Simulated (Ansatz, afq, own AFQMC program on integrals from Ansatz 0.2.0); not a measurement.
WSiH2, septet in def2-SVP, levels against CCSDT(Q)

```tsv
atom	x (Å)	y (Å)	z (Å)
W	0.0000	0.0000	0.4125
Si	0.0000	0.0000	-2.4546
H	0.0000	-1.3942	-3.4235
H	0.0000	1.3942	-3.4235
```

Connectivity, by distances: W–SiH2.

Basis def2-SVP with its core potentials. Noble-gas cores (and the filled d shells of Ga–Kr and In–Xe) are frozen. Ansatz 0.2.0 and our own AFQMC program on the same integrals; the CISD trial comes from CCSD amplitudes, and released means the phaseless constraint is let go. Error bars are statistical, one sigma. No spin–orbit coupling. The metal's outer-core s and p shells are frozen, which shifts wave-function levels against functionals.

Determinant: UHF, the one that the program's search chose, which needn't be the lowest solution. The geometry is a point of a scan.

No full CI on the walks' own integrals is used here; CCSDT(Q) serves as the reference and is uncertain by about the last step of the cluster series.

Cautions: no spin-orbit coupling; outer-core shells of the metal frozen; lower spins were not checked; higher spins were not checked; the released energies are still falling, so no released level is given (meV from the phaseless value at times in 1/Eh: -11 ± 3 at 0.60, -18 ± 3 at 1.20, -15 ± 4 at 2.00, -18 ± 3 at 3.00, -35 ± 6 at 4.20), though the last usable value meets CCSDT(Q) within the noise.

The T1 diagnostic is 0.0283 and the weight of the determinant in the CISD state is 0.859. The ⟨S²⟩ of the determinant is 12.048 and the size of the correlated space is 12 electrons in 51 orbitals.

```
  level  correlation energy (eV)
    MP2                  -4.1145
   CCSD                  -5.0628
CCSD(T)                  -5.2372
```

Task: Estimate where phaseless AFQMC with a CISD trial lies against CCSD(T) on the same integrals.

Result: 1.11 ± 0.13 mEh below CCSD(T).

Reference: CCSDT(Q), correlation energy -5.297 eV.

| level | E − E(reference) (mEh) | share of correlation (%) |
| --- | --- | --- |
| CCSD(T) | 2.19 | 98.88 |
| CCSDT | 0.46 | 99.76 |
| ph-AFQMC/CISD | 1.08 ± 0.13 | 99.45 |

A walk keeps the symmetry of its determinant, which the program's search chose and which needn't be the lowest solution, so a lower state of the same spin and another symmetry isn't excluded.
